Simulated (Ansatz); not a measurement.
System: cubic BN. Method: HSE06 (Ansatz, a first-principles code, PAW).

The same calculation (at the measured cell, 5.910 Å³/atom) with different numerical settings:

```
run    k mesh  gap on the mesh (eV)  total energy (eV/atom)
---  --------  --------------------  ----------------------
1       4×4×4                 5.797               -271.1924
2       6×6×6                 5.788               -271.2263
3       8×8×8                 5.786               -271.2280
4    10×10×10                 5.786               -271.2281
5    12×12×12                 5.786               -271.2281
```

In the column total energy (eV/atom) the first row differs from the last by +0.0357 and the next to last by 0.0000.

The last row is no converged limit: other settings stay fixed.
